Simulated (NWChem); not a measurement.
**Basis-set convergence for ethylene (C2H4)**

```xyz
6

C      0.0000     0.0000     0.6703
C      0.0000     0.0000    -0.6703
H      0.9374     0.0000     1.2507
H     -0.9374     0.0000     1.2507
H     -0.9374     0.0000    -1.2507
H      0.9374     0.0000    -1.2507
```
Charge 0, spin multiplicity 1.

Everything below was run with NWChem. Structure: optimised with PBE/def2-SVP, a minimum by its harmonic frequencies.

Quantity: vertical ionisation energy at the level ΔHF (Δ: difference of total energies, the cation a doublet at the parent's geometry with its hole in an orbital of symmetry b2u (D2h labels); it is the state that the SCF runs reached, from PBE0 orbitals for Hartree-Fock references, and need not be the lowest).

The Pople sets run with spherical d functions. No SCF solution was tested for a lower state. Open-shell Hartree-Fock references start from PBE0 orbitals; any time given for them includes that run.

Costs are rough ratios of processor time within this set of runs, SCF included, with 6-31G* as 1.

```
basis        functions  vertical ionisation energy (eV)  relative cost
-----------  ---------  -------------------------------  -------------
6-31G*              36                             8.78              1
6-311G**            60                             8.86        under 3
def2-SVPD           72                             8.95        under 3
6-311++G**          72                             8.89        under 3
pcseg-2            116                             8.88              3
cc-pVTZ            116                             8.85        under 3
aug-cc-pVTZ        184                             8.87             10
def2-QZVP          234                             8.86             50
```

Smallest basis within 0.2 eV of def2-QZVP, the largest set run: 6-31G*, with 36 functions against 234 and about 2 % of the time (also within reach: 6-311G**, def2-SVPD, 6-311++G**, pcseg-2, cc-pVTZ, aug-cc-pVTZ). def2-QZVP isn't the basis-set limit itself, and a small set can land close by cancellation.
